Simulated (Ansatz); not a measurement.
How the interlayer binding energy of 1T (CdI2-type) TiSe2 moves with the method

No measured value is used here.

```
level (code)          value (meV/Å²)  cell (Å³/atom)
--------------------  --------------  --------------
LDA (Ansatz)                    20.2           19.80
PBE (Ansatz)                     1.2           24.35
PBE-D3(BJ) (Ansatz)             35.8           20.52
rVV10 (Ansatz)                  27.6           22.43
PBE0-D3(BJ) (Ansatz)      (withheld)           20.52
```

What belongs in the gaps?


- PBE0-D3(BJ) (Ansatz, an electronic-structure program), value (meV/Å²): 39.2

LDA, PBE: the cell comes from a level without a dispersion term, which matters for the spacing of layers, chains or molecules. PBE0-D3(BJ): hybrids on metals are sensitive to the k mesh and can open a false gap. Values are at the level's own equilibrium cell; PBE0-D3(BJ) at the PBE-D3(BJ) cell. Ansatz's density-functional and Hartree–Fock values are scalar-relativistic unless marked +SOC, with PAW data made under PBE.
